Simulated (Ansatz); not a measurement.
Run this with Ansatz 0.2.0, Python API and show what comes out.

`run_relaxed_scan.py`:
```python
'''Relaxed scan of one distance in BH2.'''

import ansatz as az
import numpy as np

geometry_ang = [
    ('B', (0.26284, -0.16623, 0.12864)),
    ('H', (0.28002, 0.98532, 0.26098)),
    ('H', (-0.54286, -0.81909, -0.38963)),
]
molecule = az.Crystal.molecule()
for symbol, xyz in geometry_ang:
    molecule = molecule.atom(symbol, xyz)

job = (
    molecule.calculation()
    .basis(gaussian='def2-SVP')  # atom-centred Gaussian functions
    .functional('hf')
    .spin('collinear', total=1)
)
symbols = [site.symbol for site in molecule.cartesian_sites]
pairs = [(0, 1), (0, 2)]
print('held (A)   E (eV)        ', '  '.join(f'{symbols[i]}{i}-{symbols[j]}{j}' for i, j in pairs))
for length in [1.07, 1.16, 1.25, 1.39, 1.57]:
    rep = job.relax(constraints=[az.DistanceConstraint((0, 2), at=length)], force_tolerance=0.02, max_steps=60).run(threads=1, pin='off').report
    xyz = np.array(rep['positions_ang'])
    print(f'{length:6.2f} {rep["free_energy_ev"]:14.5f}  ', '  '.join(f'{np.linalg.norm(xyz[i] - xyz[j]):.3f}' for i, j in pairs))
```

`python run_relaxed_scan.py` gives:
```text
held (A)   E (eV)         B0-H1  B0-H2
DeckWarning: relax.constraints: the input's atoms, or those drawn, lie off the distances that are held; a relaxation that starts there is brought onto them ahead of its first SCF, by positions alone, [...]
  1.07     -699.93045   1.193  1.070
  1.16     -700.16251   1.194  1.160
  1.25     -700.14195   1.195  1.250
  1.39     -699.81092   1.196  1.390
  1.57     -699.12645   1.195  1.570
```
(Warnings from the package without file and line, shortened, repeats left out.)

Total energies depend on the basis set; only differences at equal settings carry meaning. The energies are electronic: no zero-point or thermal terms, and the basis set is short of its limit. The run takes the species as open-shell (spin multiplicity 2), which needn't be its ground state. It ran for 2.9 s on 1 thread of Arm Neoverse V1, with other jobs on the host, peak memory 0.13 GiB.
